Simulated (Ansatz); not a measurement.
A made-up structure of Al2H2O, closed shell:

```
5
angstrom
O -0.6756 0.3645 0.7846
Al -0.4312 -1.2669 -0.2373
Al 0.8312 1.0511 -0.2272
H -1.3421 -2.7917 -0.1719
H 1.6177 2.6430 -0.1482
```

It is relaxed with PBE-D4/def2-SVP and then PBE0-D4/def2-TZVP (Ansatz 0.2.0). Atoms count as bonded within 1.22 times the sum of their covalent radii (H–H: 0.88 Å). The end point is not checked to be a true minimum.

Q: Does its bonding change? (A judgement: the text doesn't fix the answer.)

A: By the calculation: No: no bond forms or breaks.

Where it ends: The first stage lowers the energy by 0.91 eV in 4 steps. It ends as Al₂H₂O ([O]1[AlH][AlH]1):
```
5
angstrom
O -0.6031 0.3254 0.7005
Al -0.3852 -1.1315 -0.2119
Al 0.7423 0.9388 -0.2028
H -1.1986 -2.4932 -0.1535
H 1.4447 2.3604 -0.1323
```

Labels in which every atom is bracketed show which atoms are joined, not bond orders.

For scale, one of the runs: PBE0-D4/def2-TZVP relaxation, 117 basis functions, launched by `ansatz run in.yaml --threads 2 --pin off --events-out ev --progress --plain --max-ram 4352MiB`. Hardware: 2 CPU threads of an Intel Xeon 6975P-C, shared host. Wall time about 4.2 s.
